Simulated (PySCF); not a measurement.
ORD: `N[C@@H]1C[C@@H]1CF`, C4H8FN

Cartesian coordinates in Å; atom numbers follow the order of the lines, from 1:
```xyz
14

N     1.4525   -0.1018   -0.9118
C     0.9337    0.1541    0.4023
C     0.0620   -0.9021    1.0088
C    -0.5482    0.3881    0.5367
C    -1.4019    0.3858   -0.7004
F    -2.6850   -0.0259   -0.4056
H     1.7080    0.7624   -1.3772
H     2.2784   -0.6885   -0.8612
H     1.5708    0.7215    1.0855
H     0.1255   -1.0879    2.0692
H    -0.1238   -1.7801    0.4110
H    -0.8749    1.0902    1.2939
H    -1.4948    1.3908   -1.1277
H    -1.0028   -0.3072   -1.4457
```

Theory: TDDFT wB97X-D/def2-SVPD circular dichroism and optical rotation, one conformer, gas phase in PySCF 2.14.0. Geometry: GFN2-xTB.

The molecule is flexible and this is one conformer; a measurement averages over conformers. States above about 9.1 eV (minus the energy of the highest occupied orbital) lie near or above the ionisation threshold and depend on the basis.

Stereocentres: C2 R, C4 S.

Q: What is the specific rotation at 633, 589.3, 546, 436, 405, 365, 355 nm?

A: [α] in deg dm⁻¹ (g/mL)⁻¹:
| λ (nm) | origin-invariant length gauge | modified velocity gauge | length gauge (centre of mass) | isotropic polarisability (au) |
| --- | --- | --- | --- | --- |
| 633 | +42.1 | +40.0 | +41.3 | 56.8 |
| 589.3 | +49.0 | +46.6 | +48.0 | 56.9 |
| 546 | +57.6 | +54.8 | +56.5 | 57.1 |
| 436 | +93.9 | +89.6 | +92.1 | 57.9 |
| 405 | +110.9 | +105.9 | +108.7 | 58.3 |
| 365 | +140.9 | +135.0 | +138.2 | 58.9 |
| 355 | +150.5 | +144.3 | +147.6 | 59.1 |

Q: And for the mirror image at 589.3 nm?

A: -49.0 deg dm⁻¹ (g/mL)⁻¹ (origin-invariant length gauge): the same size and the opposite sign.

Q: What is the molar rotation [Φ] = [α]·M/100 of the geometry above at 589.3 nm?

A: With M = 89.11 g/mol, +43.6 deg cm² dmol⁻¹ (origin-invariant length gauge).

The first excitation lies at 6.75 eV (184 nm) with R = +2.9 × 10⁻⁴⁰ esu² cm² (velocity form).
